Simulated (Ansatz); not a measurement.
A made-up structure of C2HS, doublet:

```
4
angstrom
C 1.3290 -0.4276 -0.0028
C -0.2609 0.1773 -0.1369
S -0.2842 -0.5664 0.9693
H -0.7839 0.8167 -0.8295
```

It is relaxed with PBE-D4/def2-SVP and then PBE0-D4/def2-TZVP (Ansatz 0.2.0). Atoms count as bonded within 1.22 times the sum of their covalent radii (H–H: 0.88 Å). The end point is not checked to be a true minimum.

Question: Does its bonding change? (A judgement: the text doesn't fix the answer.)

Answer: Computed: No: no bond forms or breaks.

Where it ends: The first stage lowers the energy by 5.06 eV in 8 steps. It ends as C₂HS ([C]1[CH][S]1):
C1  (1.110, -0.328, -0.034)
C2  (-0.090, 0.206, -0.260)
S3  (-0.296, -0.703, 1.169)
H4  (-0.723, 0.825, -0.875)
(Å)

Labels in which every atom is bracketed show which atoms are joined, not bond orders.

For scale, one of the runs: PBE0-D4/def2-TZVP relaxation, 105 basis functions, launched by `ansatz run in.yaml --threads 2 --pin off --events-out ev --progress --plain --max-ram 4352MiB`. Hardware: 2 CPU threads of an Arm Neoverse V1, shared host. Wall time about 11 s.
